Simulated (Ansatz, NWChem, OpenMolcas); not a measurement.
How basis sets differ on H2O (water)

The species is H2O (3 atoms), meant as a singlet with charge 0. As SMILES, `O`. The coordinates come from a PBE0-D4/def2-TZVP relaxation.

```csv
atom,x (Å),y (Å),z (Å)
O,-0.3027,0.2002,-0.1406
H,0.4665,0.5484,0.3153
H,-0.1638,-0.7486,-0.1747
```

Each level gives the atomisation enthalpy at 298 K (kJ/mol). The values are calculated. The thermal term (zero-point and 298 K enthalpy, harmonic and unscaled) is that of PBE0-D4/def2-TZVP; the spin-orbit lowering of the free atoms at 298 K, 0.4 kJ/mol by their spectra, is taken off.

Measured value to compare with: Active Thermochemical Tables gives the atomisation enthalpy at 298 K of the gas as 927 kJ/mol.

```
                             level           kind     program  value (kJ/mol)  computed − measured  CPU time (all runs)
                 B3LYP/aug-pcseg-1  global hybrid      NWChem             908                  -19                2.5 s
                 B3LYP/aug-pcseg-2  global hybrid      NWChem             919                   -8                  6 s
                       B3LYP/3-21G  global hybrid      Ansatz             784                 -143                1.2 s
B3LYP/6-31G* (spherical functions)  global hybrid  OpenMolcas             863                  -64                8.7 s
B3LYP/6-31G* (Cartesian functions)  global hybrid  OpenMolcas             864                  -63                8.7 s
                 B3LYP/aug-pcseg-0  global hybrid      NWChem             803                 -124                1.9 s
                 B3LYP/aug-cc-pVTZ  global hybrid      NWChem             917                  -10                 17 s
```

Nearest: B3LYP/aug-pcseg-2 (-8 kJ/mol); farthest: B3LYP/3-21G (-143 kJ/mol). CPU times are rough (shared hosts, several kinds of processor): they show what a rung costs within a factor of a few.
